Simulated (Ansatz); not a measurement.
For In2O3 (Ia-3, No. 206), LDA (Ansatz, a first-principles code, PAW) gives:

equilibrium lattice constant a: 10.061 Å
cohesive energy: 5.40 eV/atom
band gap: 1.17 eV

Question: What does r²SCAN (Ansatz, plane waves, PAW) give for the same quantities?

Answer: 
- lattice constant a: 10.160 Å (increases by 1.0 %)
- cohesive energy: 4.52 eV/atom (drops by 0.88 eV/atom)
- band gap: 1.65 eV (rises by 0.48 eV)

For comparison: lattice constant a 10.117 Å (measured, temperature not stated, no zero-point or thermal correction; as tabulated in Wikipedia's data pages); band gap 2.93 ± 0.1 eV (measured, room temperature, not corrected to a static lattice; as tabulated in King et al. (2009), doi:10.1103/physrevb.79.205211).

Changes are worked out from the printed values.

Unless a cell is named, each level is at its own relaxed cell.

Levels without +SOC leave out spin–orbit coupling, which shifts energies and cells of such heavy elements.

Levels without +SOC have no spin–orbit coupling; where heavier elements are present it shifts gaps, mostly down, and can invert bands. Density-functional gaps are differences of (generalised) Kohn–Sham levels.

Caveats: the relaxation could not lower the start's symmetry, so the cell can be a saddle point above a distorted one (LDA, r²SCAN). Ansatz's density-functional and Hartree–Fock values are scalar-relativistic unless marked +SOC, with PAW data made under PBE.
